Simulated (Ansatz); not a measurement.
# AlNH₃ radical: one structure at several levels

A test off equilibrium: a frame of a short trajectory is computed at several levels, and each is set against CCSD(T).

The runs use Ansatz 0.2.0, Gaussian basis; single points in def2-TZVPP.

Cores are frozen in the correlated methods. Orbitals are unrestricted.

### Step 1. The starting structure

SMILES `[NH][AlH2]`, 5 atoms, charge 0, spin multiplicity 2.

Atoms are counted from 1 here; the program's logs count them from 0.

Bond lengths: N1–Al2 1.786 Å, N1–H3 1.009 Å, Al2–H4 1.621 Å, Al2–H5 1.518 Å. Angles: Al2–N1–H3 154.9°, N1–Al2–H4 111.9°, N1–Al2–H5 119.5°, H4–Al2–H5 128.5°.

As a file:

```
N     0.49132   -0.79141    0.80262
Al   -0.22943    0.36865   -0.34777
H     1.12317   -1.52622    1.08525
H    -1.45177   -0.29056   -1.18413
H     0.26109    1.80462   -0.36538
```

### Step 2. PBE-D4/def2-TZVPP

run/in.yaml

```yaml
crystal:
  periodic: [false, false, false]
  atoms:
    - {symbol: N, position_ang: [0.491316, -0.791407, 0.802622]}
    - {symbol: Al, position_ang: [-0.229428, 0.368647, -0.347770]}
    - {symbol: H, position_ang: [1.123173, -1.526219, 1.085252]}
    - {symbol: H, position_ang: [-1.451771, -0.290561, -1.184129]}
    - {symbol: H, position_ang: [0.261086, 1.804619, -0.365377]}
basis:
  gaussian: {orbitals: def2-TZVPP}
magnetization: {spin_polarized: true, initial_magnetization: 1}
hamiltonian: {xc: pbe, dispersion: d4}
output: {forces: true}
```

On the command line:

```sh
$ ansatz run in.yaml --threads 2 --pin off --events-out ev --progress --plain --max-ram 3481MiB
```

### Step 3. r2SCAN-D4/def2-TZVPP

Changes to run/in.yaml since step 2:

```diff
@@ -11,3 +11,3 @@
 magnetization: {spin_polarized: true, initial_magnetization: 1}
-hamiltonian: {xc: pbe, dispersion: d4}
+hamiltonian: {xc: r2scan, dispersion: d4}
 output: {forces: true}
```

### Step 4. PBE0-D4/def2-TZVPP

Changes to run/in.yaml since step 3:

```diff
@@ -11,3 +11,3 @@
 magnetization: {spin_polarized: true, initial_magnetization: 1}
-hamiltonian: {xc: r2scan, dispersion: d4}
-output: {forces: true}
+hamiltonian: {xc: pbe0, dispersion: d4}
+output: {forces: true, orbitals: {seedname: orbitals}}
```

### Step 5. wB97M-V/def2-TZVPP

Changes to run/in.yaml since step 4:

```diff
@@ -11,3 +11,3 @@
 magnetization: {spin_polarized: true, initial_magnetization: 1}
-hamiltonian: {xc: pbe0, dispersion: d4}
-output: {forces: true, orbitals: {seedname: orbitals}}
+hamiltonian: {xc: {name: wB97M-V}}
+output: {forces: true}
```

### Step 6. CCSD(T)/def2-TZVPP

Changes to run/in.yaml since step 5:

```diff
@@ -11,3 +11,4 @@
 magnetization: {spin_polarized: true, initial_magnetization: 1}
-hamiltonian: {xc: {name: wB97M-V}}
+correlation: {method: ccsd_t}
+scf: {omitted_lower_state_checks: [cluster_reference]}
 output: {forces: true}
```

(Steps that only read results are left out.)

Q: Predict the outcome of this session. Wanted: energy less free atoms, CCSD(T)/def2-TZVPP; RMS force component; RMS force error; HOMO and LUMO, PBE0-D4; T1 diagnostic.

As calculated:

| quantity | value |
| --- | --- |
| energy less free atoms, CCSD(T)/def2-TZVPP | -288.1 kcal/mol |
| RMS force component | 0.502 to 0.561 eV/Å over the methods |
| RMS force error | PBE-D4 0.191, r2SCAN-D4 0.095, PBE0-D4 0.091, wB97M-V 0.056 eV/Å |
| HOMO and LUMO, PBE0-D4 | -7.28 and -3.00 eV |
| T1 diagnostic | 0.016 |

Against CCSD(T) the functionals' energies less atoms differ by -12.5 to -6.1 kcal/mol, PBE-D4 by -12.0 kcal/mol. The reference is not at the basis limit: in triple zeta CCSD(T) underbinds, which counts against methods that bind more; the gaps are no ranking. The forces of wB97M-V come nearest to CCSD(T), those of PBE-D4 are farthest. Frozen-core CCSD(T) forces in triple zeta carry basis errors of their own, and this is one geometry, so small gaps rank nothing.
